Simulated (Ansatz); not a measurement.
# Nudged elastic band run: CH2NOS, charge -1

input.yaml

```yaml
crystal:
  periodic: [false, false, false]
  atoms:
    - { symbol: "N", position_ang: [0.578534, -1.51342, 0.391186] }
    - { symbol: C, position_ang: [0.944807, -0.384488, 0.066864] }
    - { symbol: O, position_ang: [0.063457, 0.702138, -0.195073] }
    - { symbol: S, position_ang: [-1.518013, -0.055673, 0.077113] }
    - { symbol: H, position_ang: [1.966277, 0.062313, -0.097185] }
    - { symbol: H, position_ang: [-2.035052, 1.189141, -0.242906] }
total_charge: -1
basis:
  gaussian: { orbitals: def2-SVP }
hamiltonian:
  xc: b3lyp
neb:
  order_check: false
  images: 7
  f_tol: 0.05
  max_iterations: 60
  final_atoms:
    - { symbol: "N", position_ang: [0.76114642, -1.63134795, 0.41575321] }
    - { symbol: C, position_ang: [0.25844582, -0.57512604, 0.14707448] }
    - { symbol: O, position_ang: [0.7651978, 0.68812373, -0.21956479] }
    - { symbol: S, position_ang: [-1.77479966, -0.14928875, 0.1138143] }
    - { symbol: H, position_ang: [1.7214386, 0.51077663, -0.21012587] }
    - { symbol: H, position_ang: [-1.73141899, 1.15687338, -0.24695233] }
  initial_path:
    images:
      - { positions_ang: [[0.578534, -1.51342, 0.391186], [0.944807, -0.384488, 0.066864], [0.063457, 0.702138, -0.195073], [-1.518013, -0.055673, 0.077113], [1.966277, 0.062313, -0.097185], [-2.035052, 1.189141, -0.242906]] }
      - { positions_ang: [[0.49664544, -1.51760347, 0.39564115], [0.94655959, -0.42651412, 0.07849026], [0.11926221, 0.67377765, -0.18933646], [-1.46833465, -0.08520075, 0.08313064], [1.86327906, 0.17641046, -0.12449135], [-1.95740165, 1.17914123, -0.24343524]] }
      - { positions_ang: [[0.41475687, -1.52178693, 0.40009631], [0.94831219, -0.46854025, 0.09011652], [0.17506742, 0.64541729, -0.18359992], [-1.41865629, -0.11472849, 0.08914827], [1.76028112, 0.29050793, -0.15179769], [-1.87975131, 1.16914146, -0.24396449]] }
      - { positions_ang: [[0.33286831, -1.5259704, 0.40455146], [0.95006478, -0.51056637, 0.10174277], [0.23087262, 0.61705694, -0.17786338], [-1.36897794, -0.14425624, 0.09516591], [1.65728319, 0.40460539, -0.17910404], [-1.80210096, 1.15914169, -0.24449373]] }
      - { positions_ang: [[0.25097974, -1.53015387, 0.40900662], [0.95181738, -0.5525925, 0.11336903], [0.28667783, 0.58869658, -0.17212684], [-1.31929959, -0.17378398, 0.10118355], [1.55428525, 0.51870285, -0.20641038], [-1.72445061, 1.14914192, -0.24502298]] }
      - { positions_ang: [[0.37852141, -1.55545239, 0.41069327], [0.77847449, -0.55822588, 0.12179539], [0.40630782, 0.61355337, -0.18398633], [-1.43317461, -0.16766017, 0.10434124], [1.59607359, 0.5167213, -0.20733925], [-1.72619271, 1.15107478, -0.24550532]] }
      - { positions_ang: [[0.50606308, -1.58075091, 0.41237992], [0.6051316, -0.56385927, 0.13022175], [0.52593781, 0.63841016, -0.19584581], [-1.54704962, -0.16153637, 0.10749892], [1.63786193, 0.51473974, -0.20826812], [-1.7279348, 1.15300765, -0.24598766]] }
      - { positions_ang: [[0.63360475, -1.60604943, 0.41406656], [0.43178871, -0.56949265, 0.13864812], [0.64556781, 0.66326695, -0.2077053], [-1.66092464, -0.15541256, 0.11065661], [1.67965027, 0.51275819, -0.209197], [-1.72967689, 1.15494051, -0.24647]] }
      - { positions_ang: [[0.76114642, -1.63134795, 0.41575321], [0.25844582, -0.57512604, 0.14707448], [0.7651978, 0.68812373, -0.21956479], [-1.77479966, -0.14928875, 0.1138143], [1.7214386, 0.51077663, -0.21012587], [-1.73141899, 1.15687338, -0.24695233]] }
```

Run as:

```bash
$ ansatz run input.yaml --threads 1 --pin off --max-ram 2048MiB --backend cpu --events-out ev --progress --plain --runs-dir out
```

Output, in part (warnings, iteration lines, the closing report on the highest movable image, with atoms numbered from 0):

```
NEB end point (image 0): max|allowed force component| = 8.708e-3 eV/Å (the criterion of neb.relax_end_points is 1.000e-2)
NEB end point (image 8): max|allowed force component| = 9.844e-3 eV/Å (the criterion of neb.relax_end_points is 1.000e-2)
NEB iter   1: max|band force component| = 1.790e1 eV/Å  barrier→ = 3.3691 eV  barrier← = 4.5714 eV  Δτ_max = 0.2000 Å  (254 SCF iters)
NEB iter   2: max|band force component| = 3.333e0 eV/Å  barrier→ = 2.1844 eV  barrier← = 3.3866 eV  Δτ_max = 0.2000 Å  (233 SCF iters)
NEB iter   3: max|band force component| = 2.631e0 eV/Å  barrier→ = 1.4811 eV  barrier← = 2.6833 eV  Δτ_max = 0.2000 Å  (235 SCF iters)
NEB iter   4: max|band force component| = 3.525e0 eV/Å  barrier→ = 1.2967 eV  barrier← = 2.4990 eV  Δτ_max = 0.1006 Å  (250 SCF iters)
NEB iter   5: max|band force component| = 4.097e0 eV/Å  barrier→ = 1.1218 eV  barrier← = 2.3240 eV  Δτ_max = 0.1002 Å  (226 SCF iters)
NEB iter   6: max|band force component| = 4.073e0 eV/Å  barrier→ = 1.0337 eV  barrier← = 2.2360 eV  Δτ_max = 0.0501 Å  (229 SCF iters)
NEB iter   7: max|band force component| = 1.756e0 eV/Å  barrier→ = 0.9943 eV  barrier← = 2.1966 eV  Δτ_max = 0.0997 Å  (226 SCF iters)
NEB iter   8: max|band force component| = 1.396e0 eV/Å  barrier→ = 0.9079 eV  barrier← = 2.1101 eV  Δτ_max = 0.1310 Å  (218 SCF iters)
NEB iter   9: max|band force component| = 8.672e-1 eV/Å  barrier→ = 0.8541 eV  barrier← = 2.0563 eV  Δτ_max = 0.1071 Å  (228 SCF iters)
NEB iter  10: max|band force component| = 8.977e-1 eV/Å  barrier→ = 0.8136 eV  barrier← = 2.0158 eV  Δτ_max = 0.0521 Å  (220 SCF iters)
NEB iter  11: max|band force component| = 6.894e-1 eV/Å  barrier→ = 0.8109 eV  barrier← = 2.0131 eV  Δτ_max = 0.0391 Å  (230 SCF iters)
NEB iter  12: max|band force component| = 1.455e0 eV/Å  barrier→ = 0.8465 eV  barrier← = 2.0488 eV  CI = image 4  Δτ_max = 0.0539 Å  (231 SCF iters)
NEB iter  13: max|band force component| = 7.653e-1 eV/Å  barrier→ = 0.9293 eV  barrier← = 2.1315 eV  CI = image 4  Δτ_max = 0.0520 Å  (229 SCF iters)
NEB iter  14: max|band force component| = 1.912e-1 eV/Å  barrier→ = 0.9673 eV  barrier← = 2.1696 eV  CI = image 4  Δτ_max = 0.0203 Å  (231 SCF iters)
NEB iter  15: max|band force component| = 1.084e-1 eV/Å  barrier→ = 0.9659 eV  barrier← = 2.1682 eV  CI = image 4  Δτ_max = 0.0525 Å  (213 SCF iters)
NEB iter  16: max|band force component| = 4.412e-1 eV/Å  barrier→ = 0.9649 eV  barrier← = 2.1672 eV  CI = image 4  Δτ_max = 0.0263 Å  (203 SCF iters)
NEB iter  17: max|band force component| = 2.423e-1 eV/Å  barrier→ = 0.9649 eV  barrier← = 2.1671 eV  CI = image 4  Δτ_max = 0.0302 Å  (198 SCF iters)
NEB iter  18: max|band force component| = 6.468e-2 eV/Å  barrier→ = 0.9648 eV  barrier← = 2.1670 eV  CI = image 4  Δτ_max = 0.0075 Å  (180 SCF iters)
NEB iter  19: max|band force component| = 3.033e-2 eV/Å  barrier→ = 0.9647 eV  barrier← = 2.1670 eV  CI = image 4  Δτ_max = 0.0000 Å  (379 SCF iters)
Total energy: -15432.55696678 eV, -567.1360079662 hartree
Atom 0 at     1.110570    -1.792359     0.448581 Å, force    -0.007154     0.009088    -0.002399 eV/Å
Atom 1 at     0.923962    -0.657639     0.142527 Å, force     0.011103    -0.010400     0.002369 eV/Å
Atom 2 at     0.288063     0.463252    -0.141446 Å, force     0.001240    -0.005435     0.001228 eV/Å
Atom 3 at    -2.019777     0.150876     0.039254 Å, force     0.001055    -0.000861     0.000605 eV/Å
Atom 4 at     1.731717     0.376511    -0.176478 Å, force    -0.005622     0.004793    -0.000770 eV/Å
Atom 5 at    -2.034525     1.459370    -0.312438 Å, force    -0.000623     0.002816    -0.001033 eV/Å
Dipole moment:    -0.041079     0.555966    -0.151054 e Å
```

The run converged. A vibrational analysis at the climbing image gives one clearly imaginary mode, 1007i cm⁻¹: a first-order saddle point. The orbitals stay closed-shell, which can raise the energy where a bond breaks towards radicals; this wasn't checked here. Limits of this set-up: an anion without diffuse functions, the dipole of an ion depends on the origin.

Final band (atoms are numbered from 1 in the order of the input):

```
image  path coordinate (Å)  energy (eV)  C2–H5 (Å)  O3–S4 (Å)  C2–S4 (Å)
    0                 0.00         0.00       1.13       1.77       2.48
    1                 0.30         0.07       1.13       1.74       2.63
    2                 0.61         0.20       1.13       1.75       2.81
    3                 0.91         0.58       1.18       2.01       2.98
    4                 1.22         0.96       1.35       2.34       3.05
    5                 1.58        -0.11       1.58       2.65       3.00
    6                 1.94        -0.94       1.82       2.88       2.79
    7                 2.31        -1.11       1.86       2.83       2.44
    8                 2.67        -1.20       1.86       2.70       2.08
```

The run took 3.7 min on 1 thread of Arm Neoverse V2, on a shared host, peak memory 0.13 GiB.
